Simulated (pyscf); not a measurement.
H₃C–GeH: [singlet] + H₂ + H₂ -> H₃C–GeH₃ + H₂, a multi-bond step (singlet surface; H–H, H–H broken, Ge–H, Ge–H, H–H formed). Single points on ωB97X-D3(BJ)/def2-SVP structures (PySCF, gas phase). Energies in kJ/mol from the separated reactants.

Small-basis levels: PySCF, no dispersion term, spherical d functions. AM1 to PM7: differences of heats of formation from MOPAC, which are fitted to 298 K values and so differ in kind from electronic energies by zero-point and thermal terms. GFN2-xTB: tblite. 

```tsv
level	barrier	reaction energy
HF/6-31G*+LANL2DZ	264.4	-166.1
MP2/6-31G*+LANL2DZ	[?]	-161.9
SVWN5/6-31G*+LANL2DZ	[?]	-199.5
B3LYP/6-31G*+LANL2DZ	158.4	-169.3
GFN2-xTB	73.1	-107.8
AM1	188.4	-136.5
PM3	160.9	-129.6
ωB97M-D3(BJ)/def2-TZVP	[?]	-175.6
```

**Question.** Fill in the missing entries.

**Answer.** 
- MP2/6-31G*+LANL2DZ, barrier: 223.1
- SVWN5/6-31G*+LANL2DZ, barrier: 46.0
- ωB97M-D3(BJ)/def2-TZVP, barrier: 142.2

Against the last row the barrier runs from -96.1 (SVWN5/6-31G*+LANL2DZ) to +122.3 kJ/mol (HF/6-31G*+LANL2DZ). ωB97M-D3(BJ)/def2-TZVP has limits of its own. One saddle was located; it need not be the lowest between these sides. In the def2 sets elements up to Kr have no core potential.
